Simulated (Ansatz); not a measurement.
Computed with DFT, RPBE, plane waves (420 eV) with PAW, scalar-relativistic (Ansatz 0.2.0). The PAW files were generated under PBE, with cores re-solved for the functional.

An element in the fcc structure gives this curve. The cell is scaled uniformly from the relaxed one, with fractional coordinates and shape fixed. Energies are extrapolated to zero smearing, pressures are those at the given smearing. Magnetic state: non-magnetic.

```tsv
V (Å³/atom)	E − E₀ (meV/atom)	P (GPa)
12.594	197.6	42.32
13.167	79.7	24.60
13.739	17.9	10.76
14.312	0.0	-0.04
14.884	16.1	-8.43
15.457	58.9	-14.94
16.029	122.0	-19.95
```

(1) Which element is it?
A. palladium
B. platinum
C. rhodium
D. copper

## Answers

(1) C. Its fit is V₀ = 14.30 Å³/atom, B₀ = 238 GPa, B₀′ = 5.2.
